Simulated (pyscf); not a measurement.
**Four-centre exchange: H₃C–CH₂–SiH₃ (SMILES CC[SiH3]) + HCl (SMILES Cl) → H₃C–CH₃ (SMILES CC) + H₃Si–Cl (SMILES [SiH3]Cl)**

Gas phase, singlet surface, charge 0. Bonds broken: C2–Si3, Cl12–H13. Bonds formed: C2–H13, Si3–Cl12. Single points on ωB97X-D3(BJ)/def2-SVP structures (PySCF, gas phase).

Transition state (Å):

```xyz
13

C     -1.0878    -0.3588    -0.9037
C      0.0347     0.5207    -0.3584
Si    -0.7366     1.1983     1.5358
H     -1.0469    -1.3518    -0.4307
H     -0.9851    -0.4904    -1.9910
H     -2.0802     0.0761    -0.7096
H      1.0183     0.1148    -0.6622
H      0.0395     1.5582    -0.7232
H      0.0928     2.1955     2.2421
H     -1.6002     0.2108     2.2132
H     -1.7014     2.0184     0.7228
Cl     1.1159    -0.4390     2.2854
H      0.5102     0.1922     0.7497
```

One imaginary mode, 641i cm⁻¹; descent along it reached the two sides named.

| bond | change | reactant side (Å) | saddle | product side |
|---|---|---|---|---|
| C2–Si3 | breaks | 1.887 | 2.155 | 4.0 |
| Cl12–H13 | breaks | 1.283 | 1.767 | 3.0 |
| C2–H13 | forms | 3.3 | 1.250 | 1.101 |
| Si3–Cl12 | forms | 4.0 | 2.583 | 2.067 |

Electronic energies relative to the separated reactants (kcal/mol):

```csv
level,barrier,reaction energy,reverse barrier
ωB97X-D3(BJ)/def2-TZVP,37.0,-25.5,62.5
PBE/def2-TZVP,33.0,-24.7,57.7
r²SCAN/def2-TZVP,33.9,-25.7,59.6
B3LYP-D3(BJ)/def2-TZVP,36.9,-25.3,62.2
PBE0-D3(BJ)/def2-TZVP,33.9,-24.5,58.4
M06-2X/def2-TZVP,36.4,-26.1,62.5
ωB97M-D3(BJ)/def2-TZVP,37.7,-24.7,62.4
HF/def2-TZVP,55.4,-28.7,84.1
```

With ωB97M-D3(BJ)/def2-TZVP energies and thermal terms (ideal gas, 1 atm, RRHO with modes under 100 cm⁻¹ raised to 100, one conformer, R ln 2 for chiral ones without a mode under 150 cm⁻¹), in kcal/mol:

```json
[
 {"T (K)": "298", "ΔH‡": "37.8", "ΔG‡": "48.3", "ΔH": "-22.8", "ΔG": "-22.3"},
 {"T (K)": "600", "ΔH‡": "37.6", "ΔG‡": "59.0", "ΔH": "-23.6", "ΔG": "-21.6"},
 {"T (K)": "900", "ΔH‡": "37.8", "ΔG‡": "69.7", "ΔH": "-24.3", "ΔG": "-20.4"},
 {"T (K)": "1200", "ΔH‡": "38.2", "ΔG‡": "80.2", "ΔH": "-24.9", "ΔG": "-19.0"}
]
```

H₃C–CH₂–SiH₃ lies 12.8 kcal/mol over its isomer H₃C–SiH₂–CH₃ (electronic energy, ωB97M-D3(BJ)). This is the saddle that the search found; another between the same sides may lie lower.
